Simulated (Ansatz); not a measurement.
Si₂H₈O, closed shell: a relaxation.

Input (in.yaml):

```yaml
crystal:
  periodic: [false, false, false]
  atoms:
    - {symbol: Si, position_ang: [-0.475733, -0.036367, -0.515528]}
    - {symbol: H, position_ang: [1.153787, 0.562002, -0.903906]}
    - {symbol: H, position_ang: [-0.483216, -0.753218, -1.818502]}
    - {symbol: H, position_ang: [-1.943487, 0.032509, -0.163315]}
    - {symbol: Si, position_ang: [0.513676, -1.191375, 1.254429]}
    - {symbol: H, position_ang: [0.549137, 1.564295, -0.953959]}
    - {symbol: O, position_ang: [-0.475052, 1.834371, -0.620632]}
    - {symbol: H, position_ang: [0.889376, -0.202312, 2.303219]}
    - {symbol: H, position_ang: [-0.393948, -2.198193, 1.872736]}
    - {symbol: H, position_ang: [1.752472, -1.867513, 0.784566]}
    - {symbol: H, position_ang: [-1.087011, 2.255600, -1.239108]}
basis:
  gaussian: {orbitals: def2-SVP}
hamiltonian: {xc: pbe, dispersion: d4}
relax: {f_tol: 0.03, max_steps: 60, escape_saddle: true}
```

Launched with

```bash
ansatz run in.yaml --threads 4 --pin off --events-out ev --progress --plain --max-ram 9574MiB
```

The run's output (Ansatz 0.2.0):

```
Error: invalid value for `relax.escape_saddle`: a Gaussian basis doesn't support `true`; leave it out, and run phonons on the result
```

Hardware: 4 CPU threads of an Intel Xeon, shared host. Wall time about 0.06 s.


The program refused the input.